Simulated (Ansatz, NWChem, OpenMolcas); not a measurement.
**BH2ClO (SMILES OBCl): methods side by side**

The species is BH2ClO (5 atoms), meant as a singlet with charge 0. As SMILES, `OBCl`. The coordinates come from a PBE0-D4/def2-TZVP relaxation. This is one conformer, not always the lowest.

```xyz
5

O    -0.8633   -0.6186   -0.0029
B     0.3790   -0.1372    0.1379
Cl    0.7886    1.4960   -0.3953
H    -1.4777    0.0012   -0.4097
H     1.2233   -0.8151    0.6286
```

Quantity: the energy change with the B2–H5 bond stretched from 1.189 to 1.783 Å, in eV. The values are calculated.

```json
{"level": "SVWN5/def2-SVPD (restricted)", "kind": "LDA", "program": "Ansatz", "value (eV)": "1.69", "less CCSD(T)/def2-SVPD": "-0.15", "CPU time (all runs)": "4.8 s"}
{"level": "BLYP/def2-SVPD (restricted)", "kind": "GGA", "program": "Ansatz", "value (eV)": "1.71", "less CCSD(T)/def2-SVPD": "-0.13", "CPU time (all runs)": "7.3 s"}
{"level": "TPSS/def2-SVPD (restricted)", "kind": "meta-GGA", "program": "OpenMolcas", "value (eV)": "1.84", "less CCSD(T)/def2-SVPD": "0.00", "CPU time (all runs)": "60 s"}
{"level": "r2SCAN0/def2-SVPD (restricted)", "kind": "hybrid meta-GGA", "program": "Ansatz", "value (eV)": "1.93", "less CCSD(T)/def2-SVPD": "+0.09", "CPU time (all runs)": "15 s"}
{"level": "wB97X/def2-SVPD (restricted)", "kind": "range-separated hybrid", "program": "Ansatz", "value (eV)": "1.90", "less CCSD(T)/def2-SVPD": "+0.06", "CPU time (all runs)": "27 s"}
{"level": "RPA@PBE/def2-SVPD (restricted)", "kind": "RPA", "program": "Ansatz", "value (eV)": "1.78", "less CCSD(T)/def2-SVPD": "-0.06", "CPU time (all runs)": "12 s"}
{"level": "MP2/def2-SVPD (restricted)", "kind": "perturbation theory", "program": "NWChem", "value (eV)": "1.96", "less CCSD(T)/def2-SVPD": "+0.12", "CPU time (all runs)": "37 s"}
{"level": "CCSD(T)/def2-SVPD (restricted)", "kind": "coupled cluster or CI", "program": "OpenMolcas", "value (eV)": "1.84", "less CCSD(T)/def2-SVPD": "0.00", "CPU time (all runs)": "64 s"}
```

CCSD(T)/def2-SVPD (restricted) is the highest level here, not the true value. The first shape isn't each level's own minimum. The values span 1.69 to 1.96 eV. Times are those of the runs behind each value, whatever else they computed, on shared processors of several kinds: orders of magnitude only.
